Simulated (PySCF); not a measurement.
# AlClH2: the cost of one run

Programs: PySCF 2.14.0, with density-fitted response routines of our own. Each step states its level of theory. These are calculated values for one molecule in the gas phase, unless marked as measured. Atoms are numbered from 0 throughout.

## 1. Starting geometry

4 atoms, charge 0, multiplicity 1; geometry from: GFN2-xTB. The atoms were then displaced at random by about 0.01 Å, so the start is not that level's minimum.

Bonds of the start (Å): Al0–Cl1 1.99, Al0–H2 1.58, Al0–H3 1.51.

## 2. Relaxing the molecule at PBE0-D3(BJ)/def2-SVP

Job settings and geometry (Å):

```
{"job": {"xc": "PBE0", "basis": "def2-SVP", "d3": "d3bj", "grid": 1, "shake": 0.01, "kind": "geom"}, "charge": 0, "multiplicity": 1}
Al    -0.073410    -0.018380    -0.001220
Cl     1.910320    -0.124640    -0.012230
H     -0.843580     1.358250    -0.006950
H     -0.955330    -1.240610    -0.012610
```

Started as:

```console
$ OMP_NUM_THREADS=1 python probes_run.py task.json out
```

This one command runs all jobs of the session in turn.

**Question.** How long does this first job take on 1 thread of AMD EPYC 9R45, shared host, and how much memory does it need?

About 2.1 s, with a peak of 0.27 GiB.
